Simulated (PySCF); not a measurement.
Geometries of 2 isomers of C6H4O2, from PBE0-D3(BJ)/def2-SVP geometry optimisation, gas phase (PySCF 2.14.0). One conformer each, no zero-point energy, no frequencies.

Question: Which is lower in electronic energy at this level?
A.
```xyz
12
angstrom
O      0.283    2.615    0.296
C      0.115    1.427    0.157
C     -1.216    0.797    0.152
C     -1.342   -0.537   -0.002
C     -0.187   -1.414   -0.169
C      1.078   -0.946   -0.183
C      1.343    0.494   -0.026
O      2.455    0.964   -0.035
H     -2.076    1.459    0.277
H     -2.334   -0.995   -0.004
H     -0.374   -2.485   -0.285
H      1.946   -1.597   -0.307
```
B.
```xyz
12
angstrom
O     -0.783   -2.552   -0.004
C     -0.420   -1.394   -0.006
C      1.019   -1.034   -0.010
C      1.422    0.247   -0.017
C      0.447    1.365   -0.017
O      0.814    2.523   -0.018
C     -0.992    1.005   -0.014
C     -1.395   -0.275   -0.007
H      1.719   -1.873   -0.009
H      2.476    0.535   -0.021
H     -1.692    1.845   -0.016
H     -2.449   -0.564   -0.004
```

Answer: B. That is benzoquinone, `C1=CC(C=CC1=O)=O`, 6.6 kcal/mol below the other.

```tsv
SMILES	atoms numbered as above	E (Eh)	relative (kcal/mol)	relative (kJ/mol)	dipole (D)
O=C1C=CC(=O)C=C1	[O:1]=[C:2]1[CH:3]=[CH:4][C:5](=[O:6])[CH:7]=[CH:8]1	-380.75150	0.0	0.0	0.01
O=C1C=CC=CC1=O	[O:1]=[C:2]1[CH:3]=[CH:4][CH:5]=[CH:6][C:7]1=[O:8]	-380.74093	6.6	27.7	5.20
```
